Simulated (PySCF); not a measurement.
Several species in one continuum solvent.

All values: wB97X-D/pcSseg-2 (PySCF, non-relativistic), each on one gas-phase PBE0-D3(BJ)/def2-TZVP geometry that isn't relaxed in the solvent. The solvent is an IEF-PCM continuum (van der Waals radii × 1.2). Specific hydrogen bonds and non-electrostatic terms are outside this model.

Task: Order them by E(solvent) − E(gas) in chloroform (ε = 4.711), most negative first (kJ/mol).
A. `O=C=S` (COS)
B. `S` (H2S)
C. `[SH][K]` (HKS)
D. `C[SiH](Cl)Cl` (CH4Cl2Si)

Result: C (-59.1), B (-8.7), D (-7.2), A (-2.8).

```csv
SMILES,charge,ΔE (kJ/mol),polarisation term (kJ/mol),HOMO shift (eV),dipole gas (D),dipole solvent (D),atoms
[SH][K],0,-59.1,-66.6,-0.98,10.55,11.88,3
S,0,-8.7,-9.8,+0.03,1.25,1.53,3
C[SiH](Cl)Cl,0,-7.2,-8.1,+0.10,2.19,2.64,8
O=C=S,0,-2.8,-3.0,+0.10,0.62,0.72,3
```

The polarisation term is half the interaction of the solute with the induced surface charges.

Note: wB97X-D ran without an empirical dispersion term, which enters the total energy and its gradient alone.
